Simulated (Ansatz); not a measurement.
**Worked example: ideal-gas entropy of C2H4Cl2 (1,1-dichloroethane)**

A singlet with charge 0, relaxed at PBE/def2-SVP (Ansatz 0.2.0):

```xyz
8

C     0.2144    0.8037   -0.0016
C    -0.1873   -0.6505    0.1319
Cl    1.1292   -1.7343   -0.4552
Cl   -1.7241   -0.9736   -0.7550
H     0.3935    1.0565   -1.0643
H    -0.5922    1.4541    0.3910
H     1.1429    0.9914    0.5733
H    -0.3765   -0.9473    1.1797
```

Harmonic wavenumbers in cm⁻¹: 263, 272, 311, 395, 632, 656, 958, 1024, 1075, 1189, 1246, 1339, 1400, 1407, 2985, 3062, 3083, 3096.

Masses in u: C 12.011, Cl 35.45, H 1.008. Take T = 298.15 K, p = 1 bar, R = 8.3145 J/(mol K), kT/hc = 207.22 cm⁻¹, rigid rotor and harmonic oscillator.

Work out S° at 298 K.


1. Translation (Sackur–Tetrode): S = R[3/2 ln M + 5/2 ln T − 1.1517] with M = 98.954 gives 166.2 J/(mol K).
2. Rotation: principal moments 79.492, 164.616, 230.469 u Å² give A, B, C = 0.2121, 0.1024, 0.0731 cm⁻¹; the symmetry number is σ = 1; q = (√π/σ)√((kT/hc)³/ABC) = 132692; S = R(ln q + 3/2) = 110.5.
3. Vibration: with u = ν̃/207.22, each mode gives R[u/(eᵘ − 1) − ln(1 − e⁻ᵘ)]; the sum is 28.1, most from 263 cm⁻¹ (6.9), 272 cm⁻¹ (6.6), 311 cm⁻¹ (5.7).
4. Spin: R ln 1 = 0.0.
5. Sum: 166.2 + 110.5 + 28.1 + 0.0 = 304.8 J/(mol K).

No measured value is set beside it here. Where a soft mode is a torsion, a harmonic oscillator describes it poorly.
